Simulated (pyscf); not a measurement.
Single points on ωB97X-D3(BJ)/def2-SVP structures (PySCF, gas phase).

### Question
For the elementary gas-phase step F–SiH₂–O–SiH₃ + :HC–F [singlet] -> H₃Si–O–SiH₃ + F–C:–F [singlet] (singlet surface; F–Si, C–H broken, H–Si, C–F formed), what barrier and reaction energy does ωB97M-D3(BJ)/def2-TZVP give, measured from the separated reactants?…

### Answer
ΔE‡ = 1.83 eV, ΔE = +0.68 eV. Zero-point energy shifts the barrier by +0.07 eV. It is a concerted two-bond exchange, with an imaginary mode of 347i cm⁻¹. One saddle was located; it need not be the lowest between these sides. A restricted singlet here is unstable towards spin polarisation, as is usual where a triplet lies low; its energy is less safe.
